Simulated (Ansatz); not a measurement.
Relative stability

Two relaxed structures of MgH3SO (charge +1), closed shell (PBE0-D4/def2-TZVP; forces vanish, vibrations not checked).

A:

| atom | x (Å) | y (Å) | z (Å) |
| --- | --- | --- | --- |
| O1 | -0.8626 | 0.0929 | -0.9560 |
| S2 | 0.8696 | -0.4599 | -0.8869 |
| Mg3 | 1.1906 | -0.0894 | 1.5188 |
| H4 | -1.4360 | -0.6306 | -1.2676 |
| H5 | -0.9504 | 0.8507 | -1.5618 |
| H6 | 1.1888 | 0.2363 | 3.1535 |

B:

```json
{"atom": "O1", "x (Å)": "-0.8449", "y (Å)": "0.0029", "z (Å)": "-1.3841"}
{"atom": "S2", "x (Å)": "0.9100", "y (Å)": "0.1816", "z (Å)": "2.4462"}
{"atom": "Mg3", "x (Å)": "0.0520", "y (Å)": "0.0584", "z (Å)": "0.3883"}
{"atom": "H4", "x (Å)": "-1.3466", "y (Å)": "-0.7366", "z (Å)": "-1.7549"}
{"atom": "H5", "x (Å)": "-0.8789", "y (Å)": "0.7160", "z (Å)": "-2.0371"}
{"atom": "H6", "x (Å)": "2.1087", "y (Å)": "-0.2823", "z (Å)": "2.0407"}
```

Program: Ansatz 0.2.0. Basis: def2-TZVPP. Cores are frozen in the correlated methods. The outer core shell of Li, Na, Mg and K is correlated. The def2 sets are not built for correlating such inner shells, so the correlated values are less sure here. B3LYP uses VWN-RPA correlation.

(1) Which structure is lower at CCSD(T), and by how much? (An estimate is asked for; the value comes from the calculation.)

The T1 diagnostic stays at or below 0.011.

Results:

(1) The calculation gives: B, by 349.2 kJ/mol (electronic energy, against the other). By their contacts, A is MgH₃SO ([OH2][S][MgH]), total charge +1 and B is MgH₃SO ([OH2][Mg][SH]), total charge +1.

All methods give the same order:

| method | E(B) − E(A) (kJ/mol) |
| --- | --- |
| PBE-D4 | -337.5 |
| r2SCAN-D4 | -359.8 |
| PBE0-D4 | -348.2 |
| B3LYP-D4 | -338.1 |
| wB97M-V | -337.4 |
| HF | -346.3 |
| MP2 | -369.4 |
| CCSD | -349.2 |
| CCSD(T) | -349.2 |

Labels in which every atom is bracketed show which atoms are joined, not bond orders.

For scale, one of the runs: CCSD(T)/def2-TZVPP, 147 basis functions, launched by `ansatz run in.yaml --threads 2 --pin off --events-out ev --progress --plain --max-ram 4352MiB`. The run took 27 s on 2 CPU threads of an Arm Neoverse V1 (shared host), with 0.98 GiB of host memory at its peak.
